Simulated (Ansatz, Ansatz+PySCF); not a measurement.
```yaml
atoms:
  - { symbol: F, position_ang: [0.0000, 0.0000, -0.6332] }
  - { symbol: F, position_ang: [0.0000, 0.0000, 0.6332] }
```

RHF on singlet F₂ was run in several spherical basis sets with Ansatz (development build ahead of 0.2.0).

**Question.** Rank the basis sets by the total energy that they give, lowest first, with the distance from the lowest.
A. def2-TZVP
B. cc-pVTZ
C. def2-SVP
D. 6-31G(d)
E. cc-pVDZ

**Answer.** A (0.00 eV), B (0.34 eV), E (2.29 eV), D (2.72 eV), C (7.06 eV).

Totals follow the description of the cores as much as that of the bonds, so this order isn't one of quality for chemistry.
